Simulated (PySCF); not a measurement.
Compound: C4H3NO.
Numbering: `[CH2:1]=[CH:2][C:3](=[O:4])[C:5]#[N:6]` (hydrogens: H7, H8 on C1; H9 on C2)

Computed with PySCF, PBE0-D3(BJ)/def2-TZVP geometry optimisation, gas phase.

Question: List the bond lengths, angles and torsions at this level.

Answer: 
```
 bond  length (Å)   order
C1=C2       1.329  double
C2–C3       1.474  single
C3=O4       1.204  double
C3–C5       1.475  single
C5≡N6       1.150  triple
C1–H7       1.083  single
C1–H8       1.085  single
C2–H9       1.084  single
```

Orders are formal, as drawn. A selection of angles:
```
   angle  degrees
C2–C1–H7    121.5
C2–C1–H8    120.2
H7–C1–H8    118.3
C1–C2–C3    120.4
C1–C2–H9    122.3
C3–C2–H9    117.3
C2–C3–O4    125.7
C2–C3–C5    114.5
O4–C3–C5    119.7
C3–C5–N6    179.1
```

Dihedral angles: C1–C2–C3–O4 -1° (synperiplanar).

The 3 C–C bonds span 1.329 Å (C1=C2, drawn double) to 1.475 Å (C3–C5, drawn single), a spread of 0.146 Å. The 6 heavy atoms lie in one plane (0.007 Å rms). Of the pairs four or more bonds apart, O4···H8 is among the closest relative to their van der Waals radii: 2.57 Å, 95 % of the sum of Bondi's values.

Point group: Cs (tolerance 0.08 Å). Whether it is a minimum is left open (no frequencies). One conformer, not necessarily the lowest.
